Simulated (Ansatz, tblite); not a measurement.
**Bulk modulus of hexagonal BN: levels of theory against measurement**

Reference value: 27.4 ± 0.9 GPa (measured, room temperature, not corrected to a static lattice; as tabulated in Muhammad et al. (2024), arXiv:2307.07533).

### Question
Put these levels in order of the bulk modulus that they give for hexagonal BN, smallest first: GFN1-xTB (tblite), PBE-D3(BJ) (Ansatz, a first-principles code), PBE-D4 (Ansatz).

### Answer
GFN1-xTB (10.9 GPa), PBE-D3(BJ) (27.5 GPa), PBE-D4 (30.8 GPa)

Unless a cell is named, each level is at its own relaxed cell (GFN1-xTB 9.32, PBE-D3(BJ) 9.00, PBE-D4 8.92 Å³/atom).

Differences against the reference: GFN1-xTB -60 %, PBE-D3(BJ) +0.4 %, PBE-D4 +12.4 %.

The measured value isn't corrected to a static lattice, so vibrations enter the comparison. A static lattice is as a rule stiffer than a warm one, by over a tenth in soft solids.  GFN1-xTB: the method was fitted mainly to molecules. GFN1-xTB: the run uses a supercell at the zone centre in place of a k mesh. Each level is taken at its own relaxed cell. Ansatz's density-functional and Hartree–Fock values are scalar-relativistic unless marked +SOC, with PAW data made under PBE.

Differences are worked out from the printed values.
